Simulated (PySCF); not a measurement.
Gas-phase reaction: 2 C3H6 (propylene) + N2 → 2 HCN + C4H10 (isobutane)

Energies from PySCF, thermal terms from the rigid-rotor harmonic-oscillator model, ideal gas at 1 bar. The comparison is the NASA 1993 polynomial table, which mixes measured and estimated data. † marks an energy on the PBE0/def2-TZVP geometry and frequencies; other levels use their own. MP2 freezes the core. 6-31G* has spherical d functions here. All species are closed-shell singlets. B3LYP is the form with VWN-RPA correlation. MP2 isn't extrapolated to the basis-set limit; its ΔH°(298 K) is 62.4 kJ in def2-SVP and 66.9 kJ in def2-TZVPP. The harmonic model lacks anharmonicity and excited electronic states, which grow with temperature; levels with a mode under 35 cm⁻¹ are left out. Internal rotation in C3H6 (propylene), C4H10 (isobutane) is treated as a harmonic vibration of one conformer, which makes the entropy rough.

log10 K (1 bar standard state):

```tsv
T (K)	table	B3LYP/6-31G*	HF/6-31G*	HF/def2-TZVP†	MP2/def2-SVP†
500	-11.3	-10.9	-11.6	-13.3	-7.8
600	-9.5	-9.3	-9.9	-11.2	-6.7
1000	-6.0	-5.9	-6.4	-7.1	-4.4
1600	-4.0	-4.0	-4.3	-4.8	-3.0
2000	-3.3	-3.4	-3.6	-3.9	-2.6
```
Ten kJ in ΔG° is worth 1.04 decades in K at 500 K and 0.26 at 2000 K.
